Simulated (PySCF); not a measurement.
Process, species as SMILES: C (CH4) → [CH3-] + H+
B3LYP-D3(BJ)/def2-TZVP geometries, fixed; electronic energies without zero-point terms.

Effect of the grid level at r2SCAN/def2-SVP with PySCF, against the last row, where the deprotonation energy is 445.42 kcal/mol.

```tsv
setting	grid points, largest species	largest shift of a total energy (mEh)	shift of the deprotonation energy (kcal/mol)
grids.level: 0	3568	22.149	0.483
grids.level: 1	15072	0.262	-0.018
grids.level: 2	32696	-0.062	0.010
grids.level: 3	53352	-0.007	-0.004
grids.level: 4	91440	0.006	0.000
grids.level: 5	137144	0.002	0.001
grids.level: 7	287184	0.000	0.000
```

Within 0.05 kcal/mol in the deprotonation energy: grids.level: 1; grids.level: 2; grids.level: 3; grids.level: 4; grids.level: 5. The largest shift is 22.149 mEh in a total energy and 0.483 kcal/mol in the difference.
